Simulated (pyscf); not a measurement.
H₃Si–O–PH₂ + gallane (GaH₃) -> PH₃ + H₃Si–O–GaH₂, a four-centre exchange (singlet surface; O–P, Ga–H broken, H–P, Ga–O formed). Single points on ωB97X-D3(BJ)/def2-SVP structures (PySCF, gas phase). Energies in eV from the separated reactants.

Small-basis levels: PySCF, no dispersion term, spherical d functions. AM1 to PM7: differences of heats of formation from MOPAC, which are fitted to 298 K values and so differ in kind from electronic energies by zero-point and thermal terms. Cost: rough CPU time at the saddle relative to B3LYP/6-31G*+LANL2DZ, from one job on a shared machine.

| level | barrier | reaction energy | cost |
|---|---|---|---|
| HF/STO-3G | 0.82 | -1.34 | 0.08 |
| HF/3-21G | ? | -1.90 | 0.1 |
| MP2/6-31G*+LANL2DZ | ? | -1.46 | 0.2 |
| SVWN5/6-31G*+LANL2DZ | -0.14 | -1.26 | 1 |
| B3LYP/LANL2DZ | 0.08 | -1.88 | 0.7 |
| B3LYP/6-31G*+LANL2DZ | 0.53 | -1.34 | 1 |
| PM7 | 1.19 | -2.88 | under 0.02 |
| ωB97M-D3(BJ)/def2-TZVP | ? | -0.93 | – |

Q: Complete the blanks.

A: 
- HF/3-21G, barrier: 0.29
- MP2/6-31G*+LANL2DZ, barrier: 0.57
- ωB97M-D3(BJ)/def2-TZVP, barrier: 0.68

Against the last row the barrier runs from -0.82 (SVWN5/6-31G*+LANL2DZ) to +0.51 eV (PM7). At SVWN5/6-31G*+LANL2DZ this geometry lies under one side, so the entry may be no barrier of that level: it is a single point on another level's saddle. ωB97M-D3(BJ)/def2-TZVP has limits of its own. On the reactant side the descent ends in an adduct with a Ga–O contact, 0.64 eV under the separated species and 1.15 eV under the saddle at ωB97X-D3(BJ)/def2-TZVP. What is counted as formed (Ga–O) is already present as a longer contact in the reactant adduct; forming that adduct is a step of its own. At ωB97X-D3(BJ)/def2-TZVP the barrier from the zero used here is 0.51 eV. H₃Si–O–PH₂ lies 0.25 eV over its isomer HO–SiH₂–PH₂ (electronic energy, ωB97M-D3(BJ)/def2-TZVP). This is the saddle that the search found; another between the same sides may lie lower. In the def2 sets elements up to Kr have no core potential.
